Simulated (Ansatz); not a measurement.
Worked example: correlation energy of AsH₂, doublet

Geometry: a point of a stretch scan, not a stationary point.

```
atom   x (Å)    y (Å)    z (Å)
  As  0.0000  -0.0308  -0.0027
   H  0.0000   1.0418  -1.0886
   H  0.0000   1.2468   1.2907
```

Basis cc-pVDZ; Ansatz 0.2.0. Only valence electrons are correlated (noble-gas cores and the filled d shells of p-block atoms frozen), which leaves 7 electrons in 23 orbitals. Prefix R: restricted or restricted open-shell reference. No spin–orbit coupling is included, and no scalar relativity.

Full CI is exact within this basis and frozen core; it isn't the basis-set limit.

RCCSD has a T1 diagnostic of 0.020 and a largest doubles amplitude of 0.10.

Runs differ by some tens of microhartree through their thresholds and, for an open shell, their frozen cores, so steps under 0.03 kcal/mol mean nothing.

```
    level  total energy (hartree)
      RHF            -2235.285217
     RMP2            -2235.389359
    RCCSD            -2235.415825
 RCCSD(T)            -2235.418872
   RCCSDT            -2235.419529
RCCSDT(Q)            -2235.419642
  full CI            -2235.419655
```

**Question.** What is the correlation energy at full CI, and what share of it do RMP2 and RCCSD(T) recover?

**Answer.** E(corr) = -2235.419655 − (-2235.285217) = -0.134438 hartree = -3.658 eV. RMP2: -0.104142 / -0.134438 = 77.46 %. RCCSD(T): -0.133655 / -0.134438 = 99.42 %.

**Question.** By how many kcal/mol does RCCSD(T) miss full CI (1 hartree = 627.509 kcal/mol), and which steps make up the rest?

**Answer.** -2235.418872 − (-2235.419655) = 0.000783 hartree = 0.49 kcal/mol. Steps: RCCSDT − RCCSD(T) = -0.41, RCCSDT(Q) − RCCSDT = -0.07, full CI − RCCSDT(Q) = -0.01 kcal/mol. That is within 1 kcal/mol of the reference in this basis, which itself misses far more of the correlation at the basis-set limit.
